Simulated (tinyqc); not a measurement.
Inside a calculation (part 2 of 2). Method: ROHF in the sto-3g basis, for H2O+, spin multiplicity 2. Computed by tinyqc, a small Python program that keeps every step (integrals from PySCF). Command: `OMP_NUM_THREADS=1 python tinyqc.py 28438 28439 out.jsonl` (the two numbers bound the seeds that draw the settings). One thread of a shared host (Intel(R) Xeon(R) Processor @ 2.60GHz), about 0.08 s of CPU time with the checks.

Geometry (angstrom):
```
atom        x         y        z
O     0.00000   0.00000  0.00000
H     0.00000   1.04900  0.72400
H     0.00000  -1.04900  0.72400
```

## Iteration 2: DIIS over 2 matrices

error matrix X^T (FDS - SDF) X:
```
[[0.00000, 0.01559, 0.00000, 0.00000, 0.01635, -0.04913, -0.04913],
 [-0.01559, 0.00000, 0.00000, 0.00000, 0.02243, 0.08751, 0.08751],
 [0.00000, 0.00000, 0.00000, 0.00000, 0.00000, 0.00000, 0.00000],
 [0.00000, 0.00000, 0.00000, 0.00000, 0.00000, 0.24842, -0.24842],
 [-0.01635, -0.02243, 0.00000, 0.00000, 0.00000, 0.16248, 0.16248],
 [0.04913, -0.08751, 0.00000, -0.24842, -0.16248, 0.00000, 0.00000],
 [0.04913, -0.08751, 0.00000, 0.24842, -0.16248, 0.00000, 0.00000]]
```

B (overlaps of the stored error matrices):
```
[[2.5123688e+00, -2.1711358e-01],
 [-2.1711358e-01, 3.9476877e-01]]
```

Minimise |sum c_i e_i|^2 with sum c_i = 1: solve [B -1; -1 0][c; lambda] = [0; -1] with B_ij = tr e_i^T e_j, and take F = sum c_i F_i.

DIIS coefficients: [0.18312, 0.81688]

extrapolated F (hartree), order 1O 1s, 1O 2s, 1O 2px, 1O 2py, 1O 2pz, 2H 1s, 3H 1s:
```
[[-20.64329, -5.25173, 0.00000, 0.00000, -0.01309, -0.57830, -0.57830],
 [-5.25173, -2.76095, 0.00000, 0.00000, -0.08636, -0.69326, -0.69326],
 [0.00000, 0.00000, -0.45497, 0.00000, 0.00000, 0.00000, 0.00000],
 [0.00000, 0.00000, 0.00000, -0.72127, 0.00000, -0.37931, 0.37931],
 [-0.01309, -0.08636, 0.00000, 0.00000, -0.71470, -0.28749, -0.28749],
 [-0.57830, -0.69326, 0.00000, -0.37931, -0.28749, -0.57514, -0.16400],
 [-0.57830, -0.69326, 0.00000, 0.37931, -0.28749, -0.16400, -0.57514]]
```

## Iteration 2: diagonalisation and new density

X, order 1O 1s, 1O 2s, 1O 2px, 1O 2py, 1O 2pz, 2H 1s, 3H 1s:
```
[[1.02303, -0.13117, 0.00000, 0.00000, -0.00438, 0.01535, 0.01535],
 [-0.13117, 1.09556, 0.00000, 0.00000, 0.03818, -0.16019, -0.16019],
 [0.00000, 0.00000, 1.00000, 0.00000, 0.00000, 0.00000, 0.00000],
 [0.00000, 0.00000, 0.00000, 1.04555, 0.00000, -0.13175, 0.13175],
 [-0.00438, 0.03818, 0.00000, 0.00000, 1.01979, -0.08339, -0.08339],
 [0.01535, -0.16019, 0.00000, -0.13175, -0.08339, 1.07067, -0.03400],
 [0.01535, -0.16019, 0.00000, 0.13175, -0.08339, -0.03400, 1.07067]]
```

Diagonalise F' = X^T F X, C = X C', fill 5 alpha and 4 beta electrons from the bottom; D(s) = C_occ C_occ^T. Each column has its largest component positive (the first on a tie).

F' = X^T F X (hartree):
```
[[-20.27397, -2.66671, 0.00000, 0.00000, -0.02526, -0.03683, -0.03683],
 [-2.66671, -1.76058, 0.00000, 0.00000, -0.00082, -0.29981, -0.29981],
 [0.00000, 0.00000, -0.45497, 0.00000, 0.00000, 0.00000, 0.00000],
 [0.00000, 0.00000, 0.00000, -0.59375, 0.00000, -0.29207, 0.29207],
 [-0.02526, -0.00082, 0.00000, 0.00000, -0.65704, -0.19942, -0.19942],
 [-0.03683, -0.29981, 0.00000, -0.29207, -0.19942, -0.34573, -0.03978],
 [-0.03683, -0.29981, 0.00000, 0.29207, -0.19942, -0.03978, -0.34573]]
```

orbital energies (hartree): [-20.65108, -1.54278, -0.88724, -0.77678, -0.45497, -0.10647, -0.01245]

coefficients C, order 1O 1s, 1O 2s, 1O 2px, 1O 2py, 1O 2pz, 2H 1s, 3H 1s:
```
[[0.99471, -0.24799, 0.00000, 0.06974, 0.00000, 0.09200, 0.00000],
 [0.02219, 0.94621, 0.00000, -0.32895, 0.00000, -0.51597, 0.00000],
 [0.00000, 0.00000, 0.00000, 0.00000, 1.00000, 0.00000, 0.00000],
 [0.00000, 0.00000, 0.74438, 0.00000, 0.00000, 0.00000, 0.75749],
 [0.00172, 0.10656, 0.00000, 0.85520, 0.00000, -0.55913, 0.00000],
 [-0.00329, 0.10367, 0.34505, 0.24204, 0.00000, 0.70771, -0.71305],
 [-0.00329, 0.10367, -0.34505, 0.24204, 0.00000, 0.70771, 0.71305]]
```

D(alpha) after iteration 2, order 1O 1s, 1O 2s, 1O 2px, 1O 2py, 1O 2pz, 2H 1s, 3H 1s:
```
[[1.05582, -0.23552, 0.00000, 0.00000, 0.03492, -0.01211, -0.01211],
 [-0.23552, 1.00401, 0.00000, 0.00000, -0.18045, 0.01840, 0.01840],
 [0.00000, 0.00000, 1.00000, 0.00000, 0.00000, 0.00000, 0.00000],
 [0.00000, 0.00000, 0.00000, 0.55410, 0.00000, 0.25684, -0.25684],
 [0.03492, -0.18045, 0.00000, 0.00000, 0.74273, 0.21804, 0.21804],
 [-0.01211, 0.01840, 0.00000, 0.25684, 0.21804, 0.18840, -0.04971],
 [-0.01211, 0.01840, 0.00000, -0.25684, 0.21804, -0.04971, 0.18840]]
```

D(beta) after iteration 2, order 1O 1s, 1O 2s, 1O 2px, 1O 2py, 1O 2pz, 2H 1s, 3H 1s:
```
[[1.05582, -0.23552, 0.00000, 0.00000, 0.03492, -0.01211, -0.01211],
 [-0.23552, 1.00401, 0.00000, 0.00000, -0.18045, 0.01840, 0.01840],
 [0.00000, 0.00000, 0.00000, 0.00000, 0.00000, 0.00000, 0.00000],
 [0.00000, 0.00000, 0.00000, 0.55410, 0.00000, 0.25684, -0.25684],
 [0.03492, -0.18045, 0.00000, 0.00000, 0.74273, 0.21804, 0.21804],
 [-0.01211, 0.01840, 0.00000, 0.25684, 0.21804, 0.18840, -0.04971],
 [-0.01211, 0.01840, 0.00000, -0.25684, 0.21804, -0.04971, 0.18840]]
```

## Iteration 8 (converged): orbitals

converged F (hartree), order 1O 1s, 1O 2s, 1O 2px, 1O 2py, 1O 2pz, 2H 1s, 3H 1s:
```
[[-20.88646, -5.30324, 0.00000, 0.00000, -0.01810, -0.58279, -0.58279],
 [-5.30324, -2.87745, 0.00000, 0.00000, -0.06662, -0.71979, -0.71979],
 [0.00000, 0.00000, -0.56322, 0.00000, 0.00000, 0.00000, 0.00000],
 [0.00000, 0.00000, 0.00000, -0.77374, 0.00000, -0.41674, 0.41674],
 [-0.01810, -0.06662, 0.00000, 0.00000, -0.81673, -0.32128, -0.32128],
 [-0.58279, -0.71979, 0.00000, -0.41674, -0.32128, -0.61697, -0.16139],
 [-0.58279, -0.71979, 0.00000, 0.41674, -0.32128, -0.16139, -0.61697]]
```

As before.

F' = X^T F X (hartree):
```
[[-20.51667, -2.67675, 0.00000, 0.00000, -0.03387, -0.03533, -0.03533],
 [-2.67675, -1.87117, 0.00000, 0.00000, 0.02873, -0.30906, -0.30906],
 [0.00000, 0.00000, -0.56322, 0.00000, 0.00000, 0.00000, 0.00000],
 [0.00000, 0.00000, 0.00000, -0.63202, 0.00000, -0.32290, 0.32290],
 [-0.03387, 0.02873, 0.00000, 0.00000, -0.75045, -0.22798, -0.22798],
 [-0.03533, -0.30906, 0.00000, -0.32290, -0.22798, -0.37238, -0.03219],
 [-0.03533, -0.30906, 0.00000, 0.32290, -0.22798, -0.03219, -0.37238]]
```

orbital energies (hartree): [-20.89397, -1.64764, -0.96551, -0.89841, -0.56322, -0.10284, -0.00671]

coefficients C, order 1O 1s, 1O 2s, 1O 2px, 1O 2py, 1O 2pz, 2H 1s, 3H 1s:
```
[[0.99483, -0.24979, 0.00000, 0.06285, 0.00000, 0.09081, 0.00000],
 [0.02173, 0.95713, 0.00000, -0.30387, 0.00000, -0.51120, 0.00000],
 [0.00000, 0.00000, 0.00000, 0.00000, 1.00000, 0.00000, 0.00000],
 [0.00000, 0.00000, 0.73448, 0.00000, 0.00000, 0.00000, 0.76709],
 [0.00193, 0.08589, 0.00000, 0.85702, 0.00000, -0.55991, 0.00000],
 [-0.00330, 0.09384, 0.35427, 0.24573, 0.00000, 0.70781, -0.70852],
 [-0.00330, 0.09384, -0.35427, 0.24573, 0.00000, 0.70781, 0.70852]]
```

D(alpha) after iteration 8, order 1O 1s, 1O 2s, 1O 2px, 1O 2py, 1O 2pz, 2H 1s, 3H 1s:
```
[[1.05603, -0.23656, 0.00000, 0.00000, 0.03433, -0.01128, -0.01128],
 [-0.23656, 1.00891, 0.00000, 0.00000, -0.17818, 0.01507, 0.01507],
 [0.00000, 0.00000, 1.00000, 0.00000, 0.00000, 0.00000, 0.00000],
 [0.00000, 0.00000, 0.00000, 0.53946, 0.00000, 0.26021, -0.26021],
 [0.03433, -0.17818, 0.00000, 0.00000, 0.74186, 0.21865, 0.21865],
 [-0.01128, 0.01507, 0.00000, 0.26021, 0.21865, 0.19471, -0.05631],
 [-0.01128, 0.01507, 0.00000, -0.26021, 0.21865, -0.05631, 0.19471]]
```

D(beta) after iteration 8, order 1O 1s, 1O 2s, 1O 2px, 1O 2py, 1O 2pz, 2H 1s, 3H 1s:
```
[[1.05603, -0.23656, 0.00000, 0.00000, 0.03433, -0.01128, -0.01128],
 [-0.23656, 1.00891, 0.00000, 0.00000, -0.17818, 0.01507, 0.01507],
 [0.00000, 0.00000, 0.00000, 0.00000, 0.00000, 0.00000, 0.00000],
 [0.00000, 0.00000, 0.00000, 0.53946, 0.00000, 0.26021, -0.26021],
 [0.03433, -0.17818, 0.00000, 0.00000, 0.74186, 0.21865, 0.21865],
 [-0.01128, 0.01507, 0.00000, 0.26021, 0.21865, 0.19471, -0.05631],
 [-0.01128, 0.01507, 0.00000, -0.26021, 0.21865, -0.05631, 0.19471]]
```

## Convergence

Stop when the energy changes by less than 1e-10 hartree and every element of the error matrix X^T (F D S - S D F) X is below 3e-06.

Course of the cycle:
```
iteration  E (hartree)     change  largest element of the error matrix
1          -70.0430951          -                             6.03e-01
2          -74.4910701  -4.45e+00                             2.48e-01
3          -74.5935609  -1.02e-01                             1.58e-02
4          -74.5938767  -3.16e-04                             2.82e-03
5          -74.5938946  -1.79e-05                             6.15e-04
6          -74.5938956  -1.01e-06                             1.41e-04
7          -74.5938957  -3.96e-08                             6.76e-06
8          -74.5938957  -8.12e-11                             7.41e-09
```

PySCF ROHF in the same basis = -74.5938957 hartree

Converged in 8 iterations.

## Populations, bond orders and dipole

overlap S, order 1O 1s, 1O 2s, 1O 2px, 1O 2py, 1O 2pz, 2H 1s, 3H 1s:
```
[[1.00000, 0.23670, 0.00000, 0.00000, 0.00000, 0.02550, 0.02550],
 [0.23670, 1.00000, 0.00000, 0.00000, 0.00000, 0.29307, 0.29307],
 [0.00000, 0.00000, 1.00000, 0.00000, 0.00000, 0.00000, 0.00000],
 [0.00000, 0.00000, 0.00000, 1.00000, 0.00000, 0.22573, -0.22573],
 [0.00000, 0.00000, 0.00000, 0.00000, 1.00000, 0.15579, 0.15579],
 [0.02550, 0.29307, 0.00000, 0.22573, 0.15579, 1.00000, 0.10129],
 [0.02550, 0.29307, 0.00000, -0.22573, 0.15579, 0.10129, 1.00000]]
```

Mulliken: Z minus the diagonal of D S on the atom; Loewdin: the same with S^(1/2) D S^(1/2); Mayer order: 2 sum_s sum (D(s) S)_ij (D(s) S)_ji over the two atoms.

Charges (e):
```
atom  Mulliken  Loewdin  Mulliken spin
1O     0.14373  0.23089        1.00000
2H     0.42813  0.38455        0.00000
3H     0.42813  0.38455        0.00000
```

Mayer bond orders:
```
pair    order
2-1   0.80365
3-1   0.80365
3-2   0.01306
```

dipole moment about the origin, x y z (debye): [0.00000, 0.00000, 3.49592]
